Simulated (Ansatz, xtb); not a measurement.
Molecule: NH2, net charge 0, doublet state. 
Geometry from a B3LYP-D3(BJ)/def2-TZVP (Ansatz, a program for electronic structure) optimisation:
SMILES: [NH2]
```xyz
3

N      0.0046     0.0019     0.1418
H     -0.0276     0.7996    -0.5065
H     -0.0044    -0.8126    -0.4860
```
Charge 0, spin multiplicity 2.

Harmonic wavenumbers from GFN2-xTB (xtb, at its own minimum), cm⁻¹: 1298, 3362, 3446.

### Question
Give the harmonic wavenumbers at B3LYP-D3(BJ)/def2-TZVP (Ansatz, finite differences of forces, unscaled).

### Answer
1531, 3338, 3428 cm⁻¹. Zero-point energy 11.9 kcal/mol.

### Question
From these and the geometry, give the ideal-gas thermochemistry at 298.15 K and 1 atm (rigid rotor, harmonic oscillator).

### Answer
Point group C2v, rotational symmetry number 2. Rotational constants 703.6, 385.7, 249.1 GHz. S(trans) 34.26, S(rot) 10.86, S(vib) 0.01, S(elec, spin only) 1.38, S 46.5 cal/(mol K). H(298) - H(0) 2.37 kcal/mol; G - E(el) 0.4 kcal/mol.
